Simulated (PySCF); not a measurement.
Energy landscape of H₃P, singlet: map of symmetric stretch and umbrella angle. Scanned: P-H bond length and angle between the P-H bonds and the threefold axis (90 = planar).

Cartesian coordinates as functions of the variables (Å; names that start with a are angles):
```
P  0  0  0
H  r*sin(a)*cos(0*2*pi/3+0)  r*sin(a)*sin(0*2*pi/3+0)  0+r*cos(a)
H  r*sin(a)*cos(1*2*pi/3+0)  r*sin(a)*sin(1*2*pi/3+0)  0+r*cos(a)
H  r*sin(a)*cos(2*2*pi/3+0)  r*sin(a)*sin(2*2*pi/3+0)  0+r*cos(a)
```

Method: MP2 on RHF/cc-pVDZ, 5 core orbitals frozen (PySCF 2.14.0).

Energy in mEh above the lowest grid point; x is the P-H bond length (Å), y the angle between the P-H bonds and the threefold axis (90 = planar) (°).

| y \ x | 1.25 | 1.32 | 1.38 | 1.45 | 1.51 | 1.58 | 1.64 | 1.71 | 1.77 |
|---|---|---|---|---|---|---|---|---|---|
| 130 | 59.7 | 24.4 | 9.8 | 6.5 | 12.5 | 26.7 | 43.5 | 66.7 | 88.7 |
| 126 | 51.6 | 17.3 | 3.5 | 1.1 | 7.8 | 22.8 | 40.1 | 63.9 | 86.3 |
| 122 | 47.9 | 14.5 | 1.6 | 0.0 | 7.2 | 22.8 | 40.6 | 64.7 | 87.4 |
| 118 | 48.3 | 15.9 | 3.7 | 2.9 | 10.6 | 26.7 | 44.8 | 69.2 | 92.0 |
| 114 | 52.2 | 20.8 | 9.4 | 9.4 | 17.7 | 34.3 | 52.6 | 77.2 | 100.0 |
| 110 | 58.8 | 28.5 | 17.9 | 18.8 | 27.8 | 44.9 | 63.6 | 88.4 | 111.2 |
| 106 | 66.9 | 37.7 | 28.1 | 30.1 | 39.9 | 57.9 | 77.1 | 102.2 | 125.1 |
| 102 | 75.2 | 47.2 | 38.6 | 41.7 | 52.6 | 71.7 | 91.8 | 117.7 | 141.0 |
| 98 | 82.4 | 55.3 | 47.7 | 52.0 | 63.9 | 84.5 | 105.7 | 133.0 | 157.3 |
| 94 | 87.2 | 60.8 | 53.8 | 59.1 | 71.9 | 93.6 | 116.2 | 145.2 | 171.2 |
| 90 | 88.8 | 62.7 | 56.0 | 61.6 | 74.7 | 97.0 | 120.1 | 150.0 | 177.0 |

Points that lie below all their neighbours on the grid: x = 1.45, y = 122 (0.0 mEh).
